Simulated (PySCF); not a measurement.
Isomers of CH8BN. Method used: PBE0-D3(BJ)/def2-SVP geometry optimisation, gas phase (PySCF 2.14.0). One conformer each; no zero-point energy, no entropy. No frequencies were run at this level. Point groups hold within 0.08 Å.

Question: Rank from lowest to highest electronic energy at this level (kcal/mol).
A. `[BH3-][NH2+]C`
B. `C[BH2-][NH3+]`

Answer: B (0.0), A (11.1).

```tsv
SMILES	E (Eh)	E rel (kcal/mol)	dipole (D)	point group	A, B, C (MHz)
C[BH2-][NH3+]	-122.29393	0.0	5.36	Cs	25911, 7562, 6631
[BH3-][NH2+]C	-122.27629	11.1	5.60	–	28327, 8357, 7405
```

Question: How do the relative energies change in single points at B3LYP/pcSseg-2 (no added dispersion term) on the same geometries?

Answer: 
```csv
SMILES,PBE0-D3(BJ)/def2-SVP (kcal/mol),B3LYP/pcSseg-2 (kcal/mol),shift
C[BH2-][NH3+],0.0,0.0,0.0
[BH3-][NH2+]C,11.1,11.3,+0.2
```

Each column counts from its own lowest isomer. The order is unchanged; the largest shift is 0.2 kcal/mol.

Question: As an exercise, what shares would exp(−E/RT) give at 2000 K from these electronic energies alone (no entropy, no degeneracies)?

Answer: RT = 3.974 kcal/mol: C[BH2-][NH3+] 94.2 %, [BH3-][NH2+]C 5.8 %.
